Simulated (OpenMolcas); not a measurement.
# BCl (SMILES [B]Cl): a chain of runs

Aim: the energy (singlet BCl, HF/ANO-RCC-MB), then the energy (singlet BCl, CASSCF(8,7)/ANO-RCC-VDZ), then a single-point energy (singlet BCl, CASPT2(8,7)/ANO-RCC-VDZ), then the energy (singlet BCl, CASPT2(8,7)/ANO-RCC-VDZ) of BCl. 

The calculation is run with OpenMolcas 26.06.

**1. Starting point**

BCl has 2 atoms, charge 0, and is taken as a singlet. SMILES: `[B]Cl`. The shape is that of a PBE0-D4/def2-TZVP optimisation.

Bond lengths: B1–Cl2 1.718 Å.

**2. The energy at HF/ANO-RCC-MB (DKH2) (run 1)**

geom.xyz

```xyz
2

B      0.000000     0.000000    -0.069660
Cl     0.000000     0.000000     1.648190
```

step1.input

```
* BCl Hartree-Fock

&GATEWAY
 Coord=geom.xyz
 Basis=ANO-RCC-MB
 Group=NoSym

&SEWARD

&SCF
 PrOrbitals=1 1
```

Started as:

```
export MOLCAS_MEM=1860
pymolcas step1.input > step1.log
```

The log of the run:

```text
--- Start Module: gateway ---
[...]
--- Stop Module: gateway /rc=_RC_ALL_IS_WELL_ ---
--- Start Module: seward ---
[...]
      Basis functions           14
--- Stop Module: seward /rc=_RC_ALL_IS_WELL_ ---
--- Start Module: scf ---
[...]
       Convergence after   9 Iterations
[...]
::    Total SCF energy                               -485.4862534255
[...]
      Total spin, S                                     0.0000000000
[...]
      Total electronic charge=   22.000000
      Total            charge=   -0.000000
[...]
      Dipole Moment (debye):
      Origin of the operator (angstrom)=    0.0000    0.0000    1.2369
                   X= -6.1967E-13               Y=  5.4603E-13               Z=  1.5175E-01           Total=  1.5175E-01
      Quadrupole Moment (debye*angstrom):
[...]
--- Stop Module: scf /rc=_RC_ALL_IS_WELL_ ---
[...]
```

Run time: 1.6 s. Hardware: 1 thread of Arm Neoverse V2, shared host; peak memory 0.37 GiB.

**3. The energy at CASSCF(8,7)/ANO-RCC-VDZ (DKH2) (run 2)**

geom.xyz is that of step 2.

step2.inp

```
&GATEWAY
  Coord=geom.xyz
  Basis=ANO-RCC-MB
  Group=NoSym

&SEWARD

&RASSCF
  FileOrb=$CurrDir/step1.ScfOrb
  Spin=1
  Nactel=8 0 0
  Inactive=7
  Ras2=7
  OrbListing=Nothing
>>> COPY $Project.RunFile RUNFIL1
>>> COPY $Project.RasOrb INPORB

&GATEWAY
  Coord=geom.xyz
  Basis=ANO-RCC-VDZ
  Group=NoSym

&SEWARD
>>> COPY $Project.RunFile RUNFIL2

&EXPBAS

&RASSCF
  FileOrb=$Project.ExpOrb
  Spin=1
  Nactel=8 0 0
  Inactive=7
  Ras2=7
  OrbListing=Nothing
  OrbAppear=Compact
```

Started as:

```
export MOLCAS_MEM=1860
pymolcas step2.inp > step2.log
```

The log of the run:

```text
--- Start Module: gateway ---
[...]
--- Stop Module: gateway /rc=_RC_ALL_IS_WELL_ ---
[...]
      Basis functions           14
[...]
      Number of active orbitals                  7
[...]
      Spin quantum number                      0.0
[...]
      Active orbitals                            7
[...]
      Number of CSFs                           490
[...]
      Number of root(s) required                 1
[...]
      Convergence after  8 iterations
[...]
      printout of CI-coefficients larger than  0.05 for root  1
      energy=    -485.545100
      conf/sym  1111111     Coeff  Weight
             1  2222000  -0.95754 0.91689
             3  2220200   0.16893 0.02854
             6  2220020   0.16893 0.02854
           185  0222002   0.05064 0.00256
      Natural orbitals and occupation numbers for root  1
      sym 1:   1.983328   1.985967   1.985967   1.874590   0.072898   0.072898   0.024352
      ************************************************************************************************************************
      *                                                    Final results                                                     *
[...]
::    RASSCF root number  1 Total energy:   -485.54510031
[...]
      Basis functions           22
[...]
--- Start Module: expbas ---
[...]
--- Stop Module: expbas /rc=_RC_ALL_IS_WELL_ ---
--- Start Module: rasscf ---
[...]
      Convergence after 11 iterations
[...]
      Natural orbitals and occupation numbers for root  1
      sym 1:   1.979391   1.984792   1.984792   1.895762   0.064789   0.064789   0.025686
      ************************************************************************************************************************
      *                                                    Final results                                                     *
[...]
::    RASSCF root number  1 Total energy:   -485.58914575
[...]
      Total electronic charge=   22.000000
      Total            charge=   -0.000000
[...]
      Dipole Moment (debye):
      Origin of the operator (angstrom)=    0.0000    0.0000    1.2369
                   X= -4.6018E-13               Y=  8.4535E-13               Z=  6.9737E-01           Total=  6.9737E-01
      Quadrupole Moment (debye*angstrom):
[...]
--- Stop Module: rasscf /rc=_RC_ALL_IS_WELL_ ---
[...]
```

It took 3.9 s on 1 thread of Arm Neoverse V2, shared host; peak memory 0.37 GiB.

Run 3 isn't shown in full; the table further down has it.

**4. The distorted shape: the energy at CASPT2(8,7)/ANO-RCC-VDZ (DKH2, ipea shift 0.25 Eh, pt2 variant SS) (run 4)**

step4.inp

```
&GATEWAY
  COORD
  2
  angstrom
  B        0.000000       0.000000      -1.787510
  Cl       0.000000       0.000000       1.648190
  BASIS
  ANO-RCC-VDZ
  GROUP
  NoSym

&SEWARD

&RASSCF
  FILEORB
  $CurrDir/step2.RasOrb
  SPIN
  1
  NACTEL
  8 0 0
  INACTIVE
  7
  RAS2
  7
  ORBLISTING
  Nothing
  ORBAPPEAR
  Compact

&CASPT2
  IMAGINARY
  0.2
```

Started as:

```
export MOLCAS_MEM=1860
pymolcas step4.inp > step4.log
```

The log of the run:

```text
--- Start Module: gateway ---
[...]
--- Stop Module: gateway /rc=_RC_ALL_IS_WELL_ ---
[...]
      Basis functions           22
[...]
--- Start Module: rasscf ---
[...]
      Number of active orbitals                  7
[...]
      Spin quantum number                      0.0
[...]
      Active orbitals                            7
[...]
      Number of CSFs                           490
[...]
      Number of root(s) required                 1
[...]
      Convergence after 10 iterations
[...]
      printout of CI-coefficients larger than  0.05 for root  1
      energy=    -485.457914
      conf/sym  1111111     Coeff  Weight
            51  u222d00  -0.96919 0.93932
            58  u220d20  -0.16358 0.02676
            69  u220d02  -0.16365 0.02678
      Natural orbitals and occupation numbers for root  1
      sym 1:   1.001488   1.999961   1.998605   1.891480   0.998722   0.054106   0.055640
      ************************************************************************************************************************
      *                                                    Final results                                                     *
[...]
::    RASSCF root number  1 Total energy:   -485.45791444
[...]
      Total electronic charge=   22.000000
      Total            charge=   -0.000000
[...]
      Dipole Moment (debye):
      Origin of the operator (angstrom)=    0.0000    0.0000    0.8255
                   X=  6.3118E-06               Y=  1.3076E-05               Z= -3.6982E-02           Total=  3.6982E-02
      Quadrupole Moment (debye*angstrom):
[...]
--- Stop Module: rasscf /rc=_RC_ALL_IS_WELL_ ---
--- Start Module: caspt2 ---
[...]
      E2 (Variational):          -0.0318678126
      Total energy:            -485.4897822521
[...]
      Reference weight:           0.98464
[...]
::    CASPT2 Root  1     Total energy:   -485.48978225
[...]
--- Stop Module: caspt2 /rc=_RC_ALL_IS_WELL_ ---
[...]
```

Run time: 2.4 s. Hardware: 1 thread of Arm Neoverse V2, shared host; peak memory 0.37 GiB.

**5. Overview of the runs**

| run | level | active rule | inactive | partner | energy (Eh) | dipole moment (D) of the reference | wall time |
| --- | --- | --- | --- | --- | --- | --- | --- |
| 1 | HF/ANO-RCC-MB (DKH2) | – | – | base | -485.486253 | 0.15 | 1.6 s |
| 2 | CASSCF(8,7)/ANO-RCC-VDZ (DKH2) | frontier window | 7 | base | -485.589146 | 0.70 | 3.9 s |
| 3 | CASPT2(8,7)/ANO-RCC-VDZ (DKH2, ipea shift 0.25 Eh, pt2 variant SS) | frontier window | 7 | base | -485.628592 | 0.70 | 2.2 s |
| 4 | CASPT2(8,7)/ANO-RCC-VDZ (DKH2, ipea shift 0.25 Eh, pt2 variant SS) | frontier window | 7 | B1–Cl2 3.44 Å | – | – | 2.4 s |

**6. What came out**

```
                                                      quantity          value
                  run 3, CASPT2(8,7)/ANO-RCC-VDZ: total energy  -485.62859 Eh
run 3, CASPT2(8,7)/ANO-RCC-VDZ: dipole moment (CASSCF density)         0.70 D
```

In words: In run 1 the basis is minimal, so the values are rough. All runs together took 10 s, the longest 3.9 s. 1 of the 4 runs ended normally but are set aside, since settings or state are in doubt.
